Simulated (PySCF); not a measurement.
Pyruvamide, C3H5NO2.
SMILES: `C(=O)(C)C(=O)N`

Torsions of this conformer, `[CH3:1][C:2](=[O:3])[C:4]([NH2:5])=[O:6]`: C1–C2–C4–N5 180°, H–N5–C4–C2 0°, H–N5–C4–C2 180°.

The closed-shell ground state was solved at several levels (PySCF, density fitting, gas phase, non-relativistic). The structure is a single PBE0-D3(BJ)/def2-SVP conformer in the gas phase; no vibrational or solvent corrections.

```json
{"level": "wB97X-D/pcSseg-2", "basis functions": "286", "HOMO (eV)": "-9.20", "LUMO (eV)": "-0.10", "gap (eV)": "9.10", "dipole (D)": "1.11"}
{"level": "B3LYP/pcJ-1", "basis functions": "212", "HOMO (eV)": "-6.99", "LUMO (eV)": "-2.08", "gap (eV)": "4.91", "dipole (D)": "1.19"}
{"level": "wB97X-D/def2-SVPD", "basis functions": "166", "HOMO (eV)": "-9.29", "LUMO (eV)": "-0.19", "gap (eV)": "9.10", "dipole (D)": "1.12"}
```

Task: What might PBE0/pcSseg-1 (127 basis functions) give for the same quantities?

Result: HOMO -7.25 eV, LUMO -1.86 eV, gap 5.39 eV, dipole 1.16 D.

Task: How far do the dipole and the HOMO energy spread over the levels?

Result: The dipole runs from 1.11 to 1.19 D (mean 1.14 D) and the HOMO from -9.29 to -6.99 eV.
